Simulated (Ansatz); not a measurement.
A geometry relaxed with B3LYP-D3(BJ)/def2-SVP run with Ansatz (an electronic-structure program), charge 0, multiplicity 1:

```xyz
5

Cl     1.7990     0.9445    -0.2456
Cl    -0.3847    -1.1705    -1.6343
Cl     0.0676    -1.1710     1.6772
Si     0.0000     0.0000     0.0000
Cl    -1.4820     1.3970     0.2027
```

**Question.** Write the SMILES of this molecule.

**Answer.** `Cl[Si](Cl)(Cl)Cl`
